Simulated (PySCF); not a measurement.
**Atomic charges by several schemes**

Species: C₃H₇FN (charge +1).
Cartesian coordinates in Å at the PBE0-D3(BJ)/def2-SVP level; atoms count from 1:
```
atom  x, y, z in Å
F1    -0.473    1.927   -0.530
C2    -0.330    0.941    0.384
C3     1.044    0.267    0.281
N4     0.417   -0.913   -0.435
C5    -0.959   -0.373   -0.096
H6    -0.633    1.303    1.377
H7     1.486   -0.057    1.232
H8     1.787    0.791   -0.334
H9     0.645   -1.844   -0.068
H10    0.612   -0.928   -1.443
H11   -1.612   -0.295   -0.975
H12   -1.427   -0.988    0.683
```

Density: PBE0/pcSseg-1 (PySCF); schemes: Mulliken, IAO, Hirshfeld and ESP-fitted. Isolated species at its PBE0-D3(BJ)/def2-SVP geometry (one conformer only).

Question: What partial charge does each atom carry?

Answer: In e:

```
atom                   environment  Mulliken     IAO  Hirshfeld  ESP-fitted
  F1                alkyl fluorine    -0.277  -0.281     -0.074      -0.227
  C2                sp3 C–F carbon    +0.094  +0.184     +0.091      +0.384
  C3  sp3 carbon bound to nitrogen    -0.011  -0.170     +0.030      -0.158
  N4             ammonium nitrogen    -0.346  -0.216     +0.041      -0.235
  C5  sp3 carbon bound to nitrogen    -0.011  -0.170     +0.030      -0.156
  H6              methine hydrogen    +0.170  +0.180     +0.083      +0.055
  H7            methylene hydrogen    +0.202  +0.199     +0.097      +0.159
  H8            methylene hydrogen    +0.211  +0.206     +0.096      +0.169
  H9                  N–H hydrogen    +0.275  +0.330     +0.206      +0.333
 H10                  N–H hydrogen    +0.278  +0.333     +0.207      +0.349
 H11            methylene hydrogen    +0.211  +0.206     +0.096      +0.168
 H12            methylene hydrogen    +0.202  +0.199     +0.097      +0.158
```

Mean size of the charges over all atoms: IAO 0.223 e, ESP-fitted 0.213 e, Mulliken 0.191 e, Hirshfeld 0.096 e. Each set sums to the total charge, 1, to within 0.001 e. The Hirshfeld scheme divides the density at each point in proportion to the densities of the neutral, spherically averaged free atoms.

Lowest charge. The schemes don't all agree: Mulliken N4 (-0.346); IAO F1 (-0.281); Hirshfeld F1 (-0.074); ESP-fitted N4 (-0.235).

Highest charge. The schemes don't all agree: Mulliken H10 (+0.278); IAO H10 (+0.333); Hirshfeld H10 (+0.207); ESP-fitted C2 (+0.384).

Question: Sum the charges by element, for elements with more than one atom.

Answer: 
```tsv
element	atoms	Mulliken	IAO	Hirshfeld	ESP-fitted
C	3	+0.073	-0.156	+0.152	+0.070
H	7	+1.550	+1.654	+0.882	+1.391
```

Question: How closely do the schemes follow one another over all atoms?

Answer: Correlation coefficient and root-mean-square difference: IAO with ESP-fitted 0.94, 0.074 e; Mulliken with IAO 0.92, 0.083 e; IAO with Hirshfeld 0.88, 0.154 e; Mulliken with ESP-fitted 0.84, 0.119 e; Hirshfeld with ESP-fitted 0.84, 0.161 e; Mulliken with Hirshfeld 0.80, 0.147 e.

These values come from a run that also computed NMR shieldings. The run took 8.2 s on an Arm Neoverse V1 with one thread, on a shared host.
